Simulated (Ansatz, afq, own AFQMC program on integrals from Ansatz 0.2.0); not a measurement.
## GaBr⁻, quartet: AFQMC among the cluster methods

```yaml
atoms:
  - { symbol: Ga, position_ang: [0.0000, 0.0000, 0.0000] }
  - { symbol: Br, position_ang: [0.0000, 0.0000, 2.4158] }
```

Basis aug-cc-pVDZ. Noble-gas cores (and the filled d shells of Ga–Kr and In–Xe) are frozen. Ansatz 0.2.0 and our own AFQMC program on the same integrals; the CISD trial comes from CCSD amplitudes, and released means the phaseless constraint is let go. ± is one standard error of the sampling. No spin–orbit coupling.

Determinant: UHF, the one that the program's search chose, which needn't be the lowest solution. The geometry is a PBE0/def2-TZVPD stationary point of this or a neighbouring charge and spin state.

No full CI on the walks' own integrals is used here; CCSDT(Q) serves as the reference and is uncertain by about the last step of the cluster series.

Cautions: no relativity below Rb; no spin-orbit coupling; inner d shell frozen; another spin lies lower (by 2.55 eV); at this level and basis the anion state lies above a neutral one.

* T1 diagnostic: 0.0211
* weight of the determinant in the CISD state: 0.894
* ⟨S²⟩ of the determinant: 3.754
* size of the correlated space: 11 electrons in 44 orbitals

Reference: CCSDT(Q), correlation energy -4.774 eV. The released energy is read at 2.40 1/Eh (meV from the phaseless value at times in 1/Eh: 5 ± 10 at 0.24, 8 ± 11 at 0.51, 4 ± 10 at 0.99, 13 ± 11 at 1.62, 10 ± 11 at 2.40).

```csv
level,E − E(reference) (mEh),share of correlation (%)
HF,175.46,0.00
MP2,23.70,86.49
CCSD,6.21,96.46
CCSD(T),1.12,99.36
CCSDT,0.39,99.78
ph-AFQMC/HF,2.89 ± 2.41,98.35
ph-AFQMC/CISD,-0.44 ± 0.34,100.25
released AFQMC,-0.08 ± 0.41,100.05
```

A walk keeps the symmetry of its determinant, which the program's search chose and which needn't be the lowest solution, so a lower state of the same spin and another symmetry isn't excluded. Released energies are given only where the last usable release times agree within the noise; a slower fall can still hide under it.
